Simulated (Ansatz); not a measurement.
A made-up structure of CHOS (charge -1), singlet:

O1  (2.185, -2.280, 0.809)
C2  (-0.091, 0.085, 0.009)
S3  (1.092, -1.144, 0.147)
H4  (-0.095, 0.580, -0.993)
(Å)

It is relaxed with PBE-D4/def2-SVPD and then PBE0-D4/def2-TZVPD (Ansatz 0.2.0). Atoms count as bonded within 1.22 times the sum of their covalent radii (H–H: 0.88 Å). The end point is not checked to be a true minimum.

Problem. Does its bonding change? (A judgement: the text doesn't fix the answer.)

Solution. By the calculation: No: no bond forms or breaks.

Where it ends: The first stage lowers the energy by 2.85 eV in 10 steps. It ends as CHOS ([CH][S][O]), total charge -1:
| atom | x (Å) | y (Å) | z (Å) |
| --- | --- | --- | --- |
| O1 | 1.8044 | -1.9836 | 0.8506 |
| C2 | 0.0998 | -0.0780 | 0.1699 |
| S3 | 1.2603 | -1.1013 | -0.2353 |
| H4 | -0.0735 | 0.4038 | -0.8135 |

Labels in which every atom is bracketed show which atoms are joined, not bond orders.

For scale, one of the runs: PBE0-D4/def2-TZVPD relaxation, 132 basis functions, launched by `ansatz run in.yaml --threads 2 --pin off --events-out ev --progress --plain --max-ram 4352MiB`. Hardware: 2 CPU threads of an Arm Neoverse V2, shared host. Wall time about 13 s.
